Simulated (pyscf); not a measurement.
## Four-centre exchange: HB=O + CH₄ → H₃C–B=O + H₂

Gas phase, singlet surface, charge 0. Bonds broken: B1–H3, C4–H5. Bonds formed: B1–C4, H3–H5. Structures and frequencies: ωB97X-D3(BJ)/def2-SVP in PySCF.

Transition state (Å):

```xyz
8

B     -0.0805     0.6640     0.0275
O     -0.1563     1.8962     0.1544
H      0.6796    -0.0125    -0.8649
C     -0.9015    -0.5692     0.9274
H      0.0405    -0.5956    -0.1531
H     -0.8004    -1.6604     0.7727
H     -1.9528    -0.2946     0.7594
H     -0.5816    -0.3369     1.9534
```

One imaginary mode, 1685i cm⁻¹; descent along it reached the two sides named.

```csv
bond,change,reactant side (Å),saddle,product side
B1–H3,breaks,1.185,1.354,2.9
C4–H5,breaks,1.101,1.434,3.9
B1–C4,forms,3.5,1.733,1.541
H3–H5,forms,3.1,1.120,0.761
```

Electronic energies relative to the separated reactants (kJ/mol):

```json
[
 {"level": "ωB97X-D3(BJ)/def2-TZVP", "barrier": "297.3", "reaction energy": "+2.1", "reverse barrier": "295.3"},
 {"level": "PBE/def2-TZVP", "barrier": "255.2", "reaction energy": "+0.7", "reverse barrier": "254.5"},
 {"level": "r²SCAN/def2-TZVP", "barrier": "268.9", "reaction energy": "-0.2", "reverse barrier": "269.1"},
 {"level": "B3LYP-D3(BJ)/def2-TZVP", "barrier": "294.5", "reaction energy": "+4.3", "reverse barrier": "290.2"},
 {"level": "PBE0-D3(BJ)/def2-TZVP", "barrier": "268.4", "reaction energy": "+0.4", "reverse barrier": "268.0"},
 {"level": "M06-2X/def2-TZVP", "barrier": "298.9", "reaction energy": "+1.8", "reverse barrier": "297.1"},
 {"level": "ωB97M-D3(BJ)/def2-TZVP", "barrier": "298.0", "reaction energy": "+4.0", "reverse barrier": "294.0"},
 {"level": "HF/def2-TZVP", "barrier": "384.5", "reaction energy": "+18.1", "reverse barrier": "366.5"}
]
```

With ωB97M-D3(BJ)/def2-TZVP energies and thermal terms (ideal gas, 1 atm, RRHO with modes under 100 cm⁻¹ raised to 100, one conformer, R ln 2 for chiral ones without a mode under 150 cm⁻¹), in kJ/mol:

| T (K) | ΔH‡ | ΔG‡ | ΔH | ΔG |
|---|---|---|---|---|
| 298 | 290.4 | 326.2 | -9.2 | -5.5 |
| 600 | 290.3 | 362.7 | -5.2 | -3.3 |
| 900 | 292.2 | 398.5 | -2.0 | -3.1 |
| 1200 | 294.6 | 433.6 | 0.0 | -3.8 |

At the saddle there is also a short B–H contact that neither side keeps. The same reactants have a lower exit, to H₃C–BH–OH (barrier +213.2 kJ/mol at ωB97M-D3(BJ)/def2-TZVP, against +298.0 kJ/mol here). One saddle was located; it need not be the lowest between these sides.
